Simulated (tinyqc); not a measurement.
A ladder of methods, and size consistency: correlation methods against full CI in the sto-6g basis, for H2O, spin multiplicity 1. Computed by the program tinyqc with PySCF. All electrons correlated; +Q is the Davidson correction (1 - c0^2) E_corr. The last columns treat two copies 100 angstrom apart as one system. FCI is the lowest singlet.

Geometry (angstrom):
```
atom       x        y       z
O     0.0000   0.0000  0.0000
H     0.0000   0.8150  0.7320
H     0.0000  -0.8150  0.7320
```

RHF energy of one = -75.660071 hartree

Correlation energies (hartree):
```
method   E_corr of one  share of FCI (%)  E_corr of two at 100 angstrom  two minus twice one (mhartree)
MP2          -0.050566           70.0708                      -0.101132                          0.0000
CISD         -0.070374           97.5197                      -0.134932                          5.8164
CISD+Q       -0.073546          101.9155                      -0.145617                          1.4754
CCSD         -0.071953           99.7080                      -0.143906                          0.0000
CCSD(T)      -0.072039           99.8268                      -0.144078                          0.0000
FCI          -0.072164          100.0000                              -                               -
```

What does the comparison show, and why?

MP2 recovers 70 %, CISD 97.5 % and CCSD 99.7 % of the FCI value (c0^2 = 0.955 in CISD). MP2 and coupled cluster are size consistent, so their last column vanishes; CISD loses 5.82 mhartree, since a double excitation on each copy is a quadruple of the pair, and the Davidson correction leaves +1.48.
